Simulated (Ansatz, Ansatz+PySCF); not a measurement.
Two shapes of triplet CH2.

Shape 1:

```xyz
3

C    -0.0403   -0.0063   -0.1348
H    -0.0051    0.9937    0.2691
H    -0.0482   -1.0127    0.3279
```

Shape 2:

```xyz
3

C     0.0000    0.0000   -0.0974
H     0.0000    0.9236    0.2923
H     0.0000   -0.9236    0.2923
```

Basis set: 6-31G* (spherical functions). Frozen core: 1 orbital. Charge 0, multiplicity 3.

Computed with Ansatz (development build ahead of 0.2.0); each method stands on the lowest determinant of its kind that the runs found.

Q: Which shape is lower in energy, and by how much in each method?

A:

| method | E(2) − E(1) (eV) |
| --- | --- |
| UHF | 0.183 |
| UHF-MP2 | 0.230 |

Shape 1 is lower.
